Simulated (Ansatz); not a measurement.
Write a Python script for Ansatz's Python interface that makes a relaxed scan of one distance of CH4BF, SMILES BCF. Level of theory (for the species named): Hartree-Fock, def2-SVP basis, multiplicity 1.

```xyz
7

B    -0.6929    0.0886   -0.5111
C     0.5512   -0.0544    0.3719
F     0.5694   -1.3407    0.8503
H    -1.4177   -0.7546   -0.6857
H    -0.9576    1.1683   -1.0525
H     0.5236    0.6802    1.2183
H     1.4853    0.1447   -0.2370
```

The script, `relaxed_scan_ch4bf.py`:
```python
'''One bond of CH4BF held at set lengths while the rest relaxes.'''

import logging
import sys
import warnings

import ansatz as az
import numpy as np

logging.basicConfig(stream=sys.stdout, format='%(levelname)s:%(name)s:%(message)s')
logger = logging.getLogger('ch4bf')
logger.setLevel(logging.INFO)

BASIS = 'def2-SVP'
FUNCTIONAL = 'hf'

GEOMETRY = '''
B    -0.69290    0.08860   -0.51110
C     0.55120   -0.05440    0.37190
F     0.56940   -1.34070    0.85030
H    -1.41770   -0.75460   -0.68570
H    -0.95760    1.16830   -1.05250
H     0.52360    0.68020    1.21830
H     1.48530    0.14470   -0.23700
'''


def main() -> None:
    warnings.simplefilter('ignore', az.DeckWarning)

    molecule = az.Crystal.molecule()
    for line in GEOMETRY.strip().splitlines():
        symbol, *xyz = line.split()
        molecule = molecule.atom(symbol, [float(v) for v in xyz])

    model = (
        molecule.calculation()
        .basis(gaussian=BASIS)
        .functional(FUNCTIONAL)
    )
    symbols = [site.symbol for site in molecule.cartesian_sites]
    pairs = [(0, 1), (0, 3), (0, 4), (1, 2), (1, 5), (1, 6)]
    print('held (A)   E (eV)        ', '  '.join(f'{symbols[i]}{i}-{symbols[j]}{j}' for i, j in pairs))
    for length in [1.26, 1.37, 1.48, 1.65, 1.85]:
        r = model.relax(constraints=[az.DistanceConstraint((1, 2), at=length)], force_tolerance=0.02, max_steps=60).run().report
        xyz = np.array(r['positions_ang'])
        print(f'{length:6.2f} {r["free_energy_ev"]:14.5f}  ', '  '.join(f'{np.linalg.norm(xyz[i] - xyz[j]):.3f}' for i, j in pairs))


if __name__ == '__main__':
    main()
```

Running `python relaxed_scan_ch4bf.py` prints:
```text
held (A)   E (eV)         B0-C1  B0-H3  B0-H4  C1-F2  C1-H5  C1-H6
  1.26    -4466.67607   1.575  1.199  1.200  1.260  1.103  1.103
  1.37    -4466.94767   1.571  1.196  1.200  1.370  1.095  1.096
  1.48    -4466.75403   1.568  1.195  1.200  1.480  1.091  1.091
  1.65    -4466.05925   1.565  1.191  1.200  1.650  1.087  1.087
  1.85    -4465.08600   1.561  1.189  1.199  1.850  1.084  1.084
```

Total energies depend on the basis set; only differences at equal settings carry meaning. The energies are electronic: no zero-point or thermal terms, and the basis set is short of its limit. The script silences the warnings on its input, which a real study should read. The whole script took 26 s on 1 thread of Arm Neoverse V1, on a shared host, peak memory 0.2 GiB.
